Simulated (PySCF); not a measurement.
**Basis-set dependence of AlO⁻ at MP2**

PySCF, RHF reference; singlet, unpaired electrons none; De to Al + O⁻ without counterpoise correction. Frozen cores follow the default of each basis and core potential.

```tsv
basis	relativity	functions	Re (Å)	ωe (cm⁻¹)	De (eV)	frozen orbitals
aug-cc-pVDZ-DK	spin-free X2C	50	1.700	866	n/a	6
aug-cc-pV(D+d)Z/aug-cc-pVDZ	no relativity	55	1.680	882	n/a	6
def2-TZVPPD	no relativity	88	1.664	918	6.80	6
```

**Question.** How does each smaller set differ from the one with most functions, def2-TZVPPD?

**Answer.** aug-cc-pVDZ-DK: +3.6 pm, -5.7 % in ωe; aug-cc-pV(D+d)Z/aug-cc-pVDZ: +1.6 pm, -3.9 % in ωe. All at MP2; the set with most functions is neither the basis-set limit nor always the best. The rows treat relativity differently, so the differences are not basis effects alone.

Correlated steps freeze 6 core orbitals. For an ion De counts to the pair picked by the measured ionisation energies or electron affinities, which need not be the lowest pair at this level. Where the molecule has an RHF reference, its open-shell atoms are computed with UHF.
